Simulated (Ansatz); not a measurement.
# C3H6FN: up Jacob's ladder to CCSD(T)

Aim: compute C3H6FN with functionals from several rungs and with coupled cluster. The yardstick is the atomisation energy at the CCSD(T) limit.

Method: functionals in def2-TZVPP, the program's frozen cores in correlated methods; program: Ansatz 0.2.0, Gaussian basis.

Plan: PBE-D4, r2SCAN-D4, PBE0-D4, B3LYP-D4, ωB97X-V, ωB97M-V, B2PLYP; CCSD(T)/def2-TZVPP; MP2/def2-QZVPP; extrapolation to the limit.

## 1. Structure used throughout

All runs share one geometry, relaxed beforehand with PBE0-D4/def2-TZVP.

11 atoms, charge 0, spin multiplicity 1.

Atoms are counted from 1 here; the program's logs count them from 0.

Bond lengths: N1–C2 1.458 Å, N1–H6 1.012 Å, N1–H7 1.013 Å, C2–C3 1.491 Å, C2–H8 1.098 Å, C2–H9 1.096 Å, C3–C4 1.320 Å, C3–H10 1.085 Å, C4–F5 1.342 Å, C4–H11 1.083 Å. Angles: C2–N1–H6 110.4°, C2–N1–H7 110.0°, H6–N1–H7 107.2°, N1–C2–C3 109.8°, N1–C2–H8 114.5°, N1–C2–H9 107.4°, C3–C2–H8 109.6°, C3–C2–H9 108.6°, H8–C2–H9 106.8°, C2–C3–C4 125.9°, C2–C3–H10 117.2°, C4–C3–H10 116.8°, C3–C4–F5 122.7°, C3–C4–H11 125.3°, F5–C4–H11 112.0°.

## 2. PBE-D4 (GGA)

The input, in.yaml:

```yaml
crystal:
  periodic: [false, false, false]
  atoms:
    - {symbol: N, position_ang: [-0.535672, 1.448965, 0.852937]}
    - {symbol: C, position_ang: [-0.148090, 0.045267, 0.777432]}
    - {symbol: C, position_ang: [0.714949, -0.176344, -0.417757]}
    - {symbol: C, position_ang: [0.536441, -1.102563, -1.341261]}
    - {symbol: F, position_ang: [-0.471253, -1.986962, -1.296020]}
    - {symbol: H, position_ang: [-1.059240, 1.625560, 1.700975]}
    - {symbol: H, position_ang: [-1.138567, 1.684888, 0.074090]}
    - {symbol: H, position_ang: [-0.990239, -0.658314, 0.758001]}
    - {symbol: H, position_ang: [0.434972, -0.182620, 1.677271]}
    - {symbol: H, position_ang: [1.555606, 0.495427, -0.554820]}
    - {symbol: H, position_ang: [1.166493, -1.250104, -2.210247]}
basis:
  gaussian: {orbitals: def2-TZVPP}
hamiltonian: {xc: pbe, dispersion: d4}
output: {forces: true, orbitals: {seedname: orbitals}}
```

Started as:

```sh
$ ansatz run in.yaml --threads 4 --pin off --events-out ev --progress --plain --max-ram 10444MiB
```

After this run come: r2SCAN-D4 (meta-GGA); PBE0-D4 (hybrid); B3LYP-D4 (hybrid); ωB97X-V (range-separated); ωB97M-V (range-separated); B2PLYP (double hybrid); CCSD(T) in def2-TZVPP; MP2 in def2-QZVPP.

Q: Predict the results of all the runs planned. Wanted: atomisation energy, CCSD(T)/CBS; farthest; mean size of error, hybrid; mean size of error, range-separated; gap, smallest and largest; T1 diagnostic; triples share of the correlation energy.

**Answer**, as computed:

```
                               quantity                                 value
        atomisation energy, CCSD(T)/CBS                       1033.9 kcal/mol
functionals within 5.2 kcal/mol (0.5 %)          r2SCAN-D4, B3LYP-D4, ωB97X-V
                               farthest               PBE-D4 (+34.3 kcal/mol)
             mean size of error, hybrid                          6.6 kcal/mol
    mean size of error, range-separated                          4.2 kcal/mol
              gap, smallest and largest  4.84 eV (PBE-D4), 11.97 eV (ωB97X-V)
                          T1 diagnostic                                0.0110
triples share of the correlation energy                                 3.8 %
```

In words: PBE-D4 misses by +34.3 kcal/mol, or 3.4 kcal/mol for each of 10 bonds. Double hybrids carry the basis error of their MP2 part in triple zeta, and no dispersion term here, so their miss is partly the set-up's. Misses under about 5.2 kcal/mol are within the doubt on the reference itself, which lacks core-valence correlation, relativity and higher excitations. Hartree-Fock recovers 71 % of the binding; the rest is correlation. Orbital gaps span 4.8 to 12.0 eV; exact exchange widens them.
